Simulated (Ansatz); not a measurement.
ClH, the interaction energy of a dimer with the counterpoise correction

With Ansatz 0.2.0 through its Python package.

Interactive session:
```pycon
>>> import ansatz as az
>>> FIRST = [
...     ("H", (0.0, 0.0, -0.645)),
...     ("Cl", (0.0, 0.0, 0.645)),
... ]
>>> SECOND = [
...     ("H", (1.4692, -2.413, 1.0795)),
...     ("Cl", (0.7443, -3.3157, 1.6484)),
... ]
>>> def energy(atoms, ghosts=()):
...     molecule = az.Crystal.molecule()
...     for symbol, xyz in atoms:
...         molecule = molecule.atom(symbol, xyz)
...     calc = (
...         molecule.calculation()
...         .basis(gaussian="aug-cc-pVDZ")
...         .correlation("CCSD(T)")
...     )
...     deck = calc.input()
...     if ghosts:
...         deck = deck.set(az.key.basis.gaussian.ghost_atoms, [{"symbol": s, "position_ang": list(xyz)} for s, xyz in ghosts])
...     return az.Session.from_dict(deck).plan().execute().report["free_energy_ev"]
...
>>> # monomers in their own basis and in the basis of the dimer
>>> both = energy(FIRST + SECOND)
>>> alone = energy(FIRST) + energy(SECOND)
>>> ghosted = energy(FIRST, SECOND) + energy(SECOND, FIRST)
>>> print(f"dimer {both:.6f} eV")
dimer -25049.305724 eV
>>> print(f"interaction, uncorrected   {96.485332 * (both - alone):8.3f} kJ/mol")
interaction, uncorrected     -1.072 kJ/mol
>>> print(f"interaction, counterpoise  {96.485332 * (both - ghosted):8.3f} kJ/mol")
interaction, counterpoise     0.793 kJ/mol
>>> print(f"basis-set superposition    {96.485332 * (alone - ghosted):8.3f} kJ/mol")
basis-set superposition       1.864 kJ/mol
```

Uncorrected it is -1.072 kJ/mol, with the counterpoise correction 0.793 kJ/mol; the difference, 1.865 kJ/mol, is the superposition error. The sign changes with the correction, so this basis doesn't settle it.

Reading the output:
- Total energies depend on the basis set; only differences at equal settings carry meaning.
- The dimer is a generated trial pose of unrelaxed monomers, not a minimum, so the figure is no binding energy, and the basis set is small.
- It ran for 4.5 s on 1 thread of Arm Neoverse V1, on a shared host, peak memory 0.23 GiB.
